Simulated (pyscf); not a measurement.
PySCF, gas phase, ωB97X-D3(BJ)/def2-SVP geometries.

Question: Estimate by transition-state theory (the high-pressure limit) the rate constant of F–C:–F [singlet] + HO–Si(OH)(OH)–F → HO–Si(OH)(OH)–C(F)(F)–F (singlet surface; F–Si broken, C–F, C–Si formed) at 600 K, with ωB97M-D3(BJ)/def2-TZVP energies (ideal gas, 1 atm, RRHO with modes under 100 cm⁻¹ raised to 100, one conformer, R ln 2 for rigid chiral ones; no tunnelling).

Answer: The electronic barrier is 16.0 kcal/mol and the thermal terms add +28.7, so ΔG‡ = 44.7 kcal/mol. With k_BT/h = 1.25e+13 s⁻¹ and RT = 1.192 kcal/mol, and a volume of 8.18e-20 cm³ per molecule at 1 atm, k = 5.2e-23 cm³ molecule⁻¹ s⁻¹. The product is born with the 31 kcal/mol of the reverse barrier and needs collisions to keep. Wigner's tunnelling factor for 292i cm⁻¹ would be 1.02. A shift of 1 kcal/mol in the barrier changes k by a factor 2.3. On the reactant side the descent ends in a complex, 4.9 kcal/mol under the separated species and 18.8 kcal/mol under the saddle at ωB97X-D3(BJ)/def2-TZVP. At ωB97X-D3(BJ) the barrier from the zero used here is 13.9 kcal/mol. One saddle was located; it need not be the lowest between these sides.
